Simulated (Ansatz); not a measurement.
**The carbon atom (triplet): from Hartree-Fock to the top rungs, def2-TZVPD**

Aim: climb from Hartree-Fock through coupled cluster and multireference methods for the carbon atom (triplet) at one geometry and basis, and see what each rung misses.

The runs use Ansatz 0.2.0, Gaussian basis; def2-TZVPD, core rule «outside noble gas», up to 1 orbitals frozen.

To be run: UHF; CCSD(T) on ROHF; CCSD(T) on UHF; BCCD(T) on ROHF; CISD; CCSDT(Q) on ROHF; CCSDT(Q) on UHF; CASSCF and MRCISD+Q, 4 electrons in 4 orbitals; CASSCF and MRCISD+Q(relaxed), 4 electrons in 4 orbitals; CASSCF and NEVPT4(SD), 4 electrons in 4 orbitals; CASSCF and NEVPT2, 4 electrons in 4 orbitals.

## (1) The atom

A free atom, in its lowest state of this spin that the program finds.

1 atom, charge 0, spin multiplicity 3.

## (2) UHF

The input, in.yaml:

```yaml
crystal:
  periodic: [false, false, false]
  atoms:
    - {symbol: C, position_ang: [0.000000, 0.000000, 0.000000]}
basis:
  gaussian: {orbitals: def2-TZVPD}
magnetization: {spin_polarized: true, initial_magnetization: 2}
hamiltonian: {xc: hf}
output: {orbitals: {seedname: orbitals}}
```

Launch:

```
$ ansatz run in.yaml --threads 1 --pin off --events-out ev --progress --plain --max-ram 2393MiB
```

Further steps of the session: CCSD(T) on ROHF; CCSD(T) on UHF; BCCD(T) on ROHF; CISD; CCSDT(Q) on ROHF; CCSDT(Q) on UHF; CASSCF and MRCISD+Q, 4 electrons in 4 orbitals; CASSCF and MRCISD+Q(relaxed), 4 electrons in 4 orbitals; CASSCF and NEVPT4(SD), 4 electrons in 4 orbitals; CASSCF and NEVPT2, 4 electrons in 4 orbitals.

Before running them: what should the planned runs give, taken together? Wanted: UCCSDT(Q) below the RHF energy; RMP2 from UCCSDT(Q); UMP2 from UCCSDT(Q); RCCSD from UCCSDT(Q); RCCSD(T) from UCCSDT(Q); UCCSD(T) from UCCSDT(Q); RCCSDT(Q) from UCCSDT(Q); NEVPT2 valence from UCCSDT(Q); NEVPT4(SD) valence from UCCSDT(Q).

The runs gave:

| quantity | value |
| --- | --- |
| UCCSDT(Q) below the RHF energy | -2.5674 eV |
| RMP2 from UCCSDT(Q) | +632.2 meV |
| UMP2 from UCCSDT(Q) | +627.5 meV |
| RCCSD from UCCSDT(Q) | +75.6 meV |
| RCCSD(T) from UCCSDT(Q) | +16.1 meV |
| UCCSD(T) from UCCSDT(Q) | +14.4 meV |
| RCCSDT(Q) from UCCSDT(Q) | +1.7 meV |
| NEVPT2 valence from UCCSDT(Q) | +434.0 meV |
| NEVPT4(SD) valence from UCCSDT(Q) | +25.8 meV |
| MRCISD+Q valence from UCCSDT(Q) | -17.4 meV |
| levels within 1 kcal/mol (43 meV) | RCCSD(T), UCCSD(T), BCCD(T), RCCSDT, UCCSDT, RCCSDT(Q), NEVPT4(SD) valence, MRCISD+Q valence, MRCISD+Q(relaxed) valence |
| T1 diagnostic | 0.020 |
| effectively unpaired electrons | 2.02 |

**Reading.** RCCSD(T) lands +16.1 meV from the yardstick (0.6 % of the correlation energy). One determinant dominates. Of the multireference levels listed MRCISD+Q valence comes nearest in total energy (-17.4 meV), which doesn't show that its space is the better one. These misses are within one basis, not against nature; the frozen cores of restricted and unrestricted runs differ, which can shift their rows.
